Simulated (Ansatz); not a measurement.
## Where PBE misses the phonon frequency: 12 values for a set of transition metals, all fcc

PBE (Ansatz, an electronic-structure program) was set against 12 reference values (fcc Au (L L), fcc Au (L T), fcc Au (X L), fcc Au (X T), fcc Cu (L L), fcc Cu (L T), fcc Cu (X L), fcc Cu (X T), fcc Pd (L L), fcc Pd (L T), fcc Pd (X L), fcc Pd (X T)), measured values at room or unstated temperature, uncorrected unless marked, so that the deviations hold thermal and zero-point effects besides the level's error. Its mean deviation is -7.3 % and its mean absolute deviation 7.3 % (median 6.9 %); 4 of 12 lie within 5 %, and the value is below the reference in 12 of 12 cases.

All rows, largest deviation first (by %; values in cm⁻¹; a dash: no usable value at that level):

```tsv
solid	reference	PBE	PBE deviation (%)	r²SCAN	PBEsol	LDA
fcc Au (X T)	92	77	-16.5	78	86	89
fcc Au (L T)	62	53	-14.2	55	59	61
fcc Au (X L)	154	134	-13.1	138	149	156
fcc Au (L L)	157	137	-12.5	142	153	159
fcc Pd (L L)	234	215	-8.2	224	234	244
fcc Pd (X L)	224	208	-7.3	216	227	236
fcc Pd (L T)	111	104	-6.6	107	113	117
fcc Pd (X T)	155	146	-5.6	150	160	165
fcc Cu (L L)	247	242	-1.9	258	263	274
fcc Cu (X L)	240	238	-0.8	254	258	269
fcc Cu (L T)	114	113	-0.7	119	121	124
fcc Cu (X T)	169	168	-0.6	179	181	186
```

Spin–orbit coupling is left out, also for the solids with elements from indium on (fcc Au); its size isn't shown.

Differences are worked out from unrounded values.

Programs: Ansatz.

Ansatz's runs of these crystals have no spin polarisation. Meta-GGAs and exact exchange favour moments, which can bear on fcc Pd.

Each level is taken at its own relaxed cell. Ansatz's density-functional and Hartree–Fock values are scalar-relativistic unless marked +SOC, with PAW data made under PBE.

Not in this set, of the transition metals with a reference value in our tables and a result at some level: 4 for a reference of another kind, counted apart. These can be a level's best or worst cases. Solids without a released value at any level aren't counted. Layered and molecular crystals are counted apart. The metals Ce to Yb are counted apart.

References as tabulated in Savrasov and Savrasov (1996), arXiv:cond-mat/9604124; Greeff and Graf (2004), arXiv:cond-mat/0311614; He et al. (2014), arXiv:1309.4805; A. Dal Corso, Phys. Rev. B 76, 054308 (2007).
